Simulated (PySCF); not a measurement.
System (SMILES): [O+]#[Si-] (O-Si).
Geometry (B3LYP-D3(BJ)/def2-TZVP, fixed):
```xyz
2

Si     0.0000     0.0000    -0.5502
O      0.0000     0.0000     0.9629
```

Basis-set convergence of the mean static polarisability at HF with PySCF. All functions are spherical. Density fitting with generated auxiliary sets. No added dispersion term, no relativity. Reference: the value in aug-cc-pV(5+d)Z, 28.10 bohr³, itself unsure by roughly 0.2 % (its mean distance from aug-pcseg-3, aug-cc-pV(Q+d)Z, aug-pcseg-2). Deviations are taken from unrounded values.

| basis | functions |
|---|---|
| def2-SVP | 32 |
| aug-pcseg-1 | 50 |
| Sadlej pVTZ | 56 |
| def2-TZVP | 68 |
| def2-TZVPP | 73 |
| aug-pcseg-2 | 96 |
| def2-QZVPP | 127 |
| aug-pcseg-3 | 174 |

Problem. Which is the smallest set listed that can be trusted to 1 % here, that is, within that of the reference together with its larger relatives (same family, alike in diffuse functions; a set with none to test it counts only in the reference's own line)?

Solution. The smallest set listed that lies within 1 % of the reference with all its larger relatives (same family, alike in diffuse functions; a set with none counts only in the reference's own line) is aug-pcseg-2 (96 functions, -0.5 % off). Value minus reference over the reference: def2-SVP -20.6, aug-pcseg-1 -2.5, Sadlej pVTZ -1.5, def2-TZVP -8.6, def2-TZVPP -8.4, aug-pcseg-2 -0.5, def2-QZVPP -2.7, aug-pcseg-3 -0.1 %.
